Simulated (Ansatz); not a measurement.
Geometry optimisation, RKS PBE-D4/def2-SVP in Ansatz 0.2.0.

input.yaml

```yaml
crystal:
  periodic: [false, false, false]
  atoms:
    - { symbol: B, position_ang: [-0.865444, -0.766594, 0.576845] }
    - { symbol: H, position_ang: [1.319642, 0.186603, 0.750771] }
    - { symbol: H, position_ang: [1.126281, 0.494064, 0.126497] }
    - { symbol: C, position_ang: [-1.345666, -0.10297, -0.743501] }
    - { symbol: H, position_ang: [-2.347664, -0.536939, -0.972793] }
    - { symbol: H, position_ang: [-1.474004, 0.994434, -0.583479] }
    - { symbol: H, position_ang: [-0.675246, -0.268597, -1.614939] }
basis:
  gaussian: { orbitals: def2-SVP }
hamiltonian:
  xc: pbe
  dispersion: d4
relax:
  f_tol: 0.03
  max_steps: 50
```

Run as:

```bash
$ ansatz run input.yaml --threads 1 --pin off --max-ram 2048MiB --backend cpu --events-out ev --progress --plain --runs-dir out
```

Where does it end, and by what steps?

The run converged. The force dipped under the threshold on the way, but the program's further checks kept it going. After 11 steps the energy has fallen by 0.152 eV; H3 moved furthest, 0.89 Å.

| step | energy less start (eV) | largest force component (eV/Å) | accepted |
| --- | --- | --- | --- |
| 0 | 0.0000 | 1.657 | yes |
| 1 | -0.0867 | 0.641 | yes |
| 2 | -0.0985 | 0.890 | yes |
| 3 | -0.1288 | 0.497 | yes |
| 4 | -0.1385 | 0.454 | yes |
| 5 | -0.1481 | 0.061 | yes |
| 6 | -0.1479 | 0.250 | no |
| 7 | -0.1502 | 0.063 | yes |
| 8 | -0.1506 | 0.080 | yes |
| 9 | -0.1515 | 0.005 | yes |
| 10 | -0.1517 | 0.011 | yes |
| 11 | -0.1519 | 0.022 | yes |

```xyz
7
Properties=species:S:1:pos:R:3
B -0.907 -0.776 0.456
H 1.361 0.215 0.741
H 1.911 0.703 0.488
C -1.538 -0.151 -0.804
H -2.555 -0.577 -0.962
H -1.624 0.953 -0.682
H -0.910 -0.368 -1.697
```

Whether the end is a true minimum wasn't checked by a vibrational analysis.

The run took 5.3 s on 1 thread of Intel(R) Xeon(R) 6975P-C (Granite Rapids), with other jobs on the host, peak memory 0.12 GiB.
